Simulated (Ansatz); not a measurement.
Input for Ansatz (development build ahead of 0.2.0):

```yaml
crystal:
  periodic: [false, false, false]
  atoms:
    - { symbol: C, position_ang: [0.00155, -0.01695, -0.58669] }
    - { symbol: C, position_ang: [-0.03857, -0.01565, 0.606] }
basis:
  gaussian: { orbitals: def2-TZVP }
total_charge: -1
magnetization:
  spin_polarized: true
  initial_magnetization: 1
hamiltonian:
  xc: hf
correlation:
  method: mp2
  frozen_orbitals: { C: 1 }
```

The input is written out in the form of the current development build from the run's settings.

Results

```json
{"Converged": "yes", "Reference energy": "-75.57659 hartree", "Correlation energy": "-0.25160 hartree", "Total energy": "-75.82819 hartree", "Spin squared of the determinant": "0.794"}
```

Caution: no diffuse functions for an anion.
